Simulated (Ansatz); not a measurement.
**Two structures, one formula**

Two relaxed structures of CH4OS, singlet (PBE0-D4/def2-TZVP; forces vanish, vibrations not checked).

A:

```xyz
7
angstrom
C -0.5883 0.4459 -0.7394
S 0.8578 0.6475 -1.4002
O 1.0757 -1.8075 0.7943
H -0.7559 -0.2907 0.0464
H -1.4475 1.0365 -1.0560
H 1.3945 -1.2033 0.1084
H 1.6986 -1.7157 1.5178
```

B:

C1  (1.621, -1.197, 0.618)
S2  (2.080, 0.292, 0.146)
O3  (-1.310, 0.516, -0.324)
H4  (-1.945, 0.593, 0.392)
H5  (-1.785, 0.094, -1.043)
H6  (0.956, 0.986, -0.232)
H7  (0.529, -1.289, 0.522)
(Å)

Program: Ansatz 0.2.0. Basis: def2-TZVPP. Cores are frozen in the correlated methods. B3LYP uses VWN-RPA correlation.

Which structure is lower at CCSD(T), and by how much? (An estimate is asked for; the value comes from the calculation.)

Computed: A, by 48.62 kcal/mol (electronic energy, against the other). By their contacts, A is a complex of CH₂S ([CH2][S]) + H₂O and B is a complex of CH₂S ([CH][SH]) + H₂O.

All methods give the same order:

```json
{"method": "PBE-D4", "E(B) − E(A) (kcal/mol)": "46.92"}
{"method": "r2SCAN-D4", "E(B) − E(A) (kcal/mol)": "47.01"}
{"method": "PBE0-D4", "E(B) − E(A) (kcal/mol)": "47.67"}
{"method": "B3LYP-D4", "E(B) − E(A) (kcal/mol)": "47.32"}
{"method": "wB97M-V", "E(B) − E(A) (kcal/mol)": "46.87"}
{"method": "HF", "E(B) − E(A) (kcal/mol)": "44.07"}
{"method": "MP2", "E(B) − E(A) (kcal/mol)": "52.40"}
{"method": "CCSD", "E(B) − E(A) (kcal/mol)": "48.15"}
{"method": "CCSD(T)", "E(B) − E(A) (kcal/mol)": "48.62"}
```

No T1 diagnostic of these runs exceeds 0.020. The restricted Hartree–Fock reference is unstable towards an unrestricted one at one or more of these structures.

Labels in which every atom is bracketed show which atoms are joined, not bond orders.

For scale, one of the runs: CCSD(T)/def2-TZVPP, 160 basis functions, launched by `ansatz run in.yaml --threads 2 --pin off --events-out ev --progress --plain --max-ram 4352MiB`. The run took 17 s on 2 CPU threads of an Arm Neoverse V2 (shared host), with 1.2 GiB of host memory at its peak.
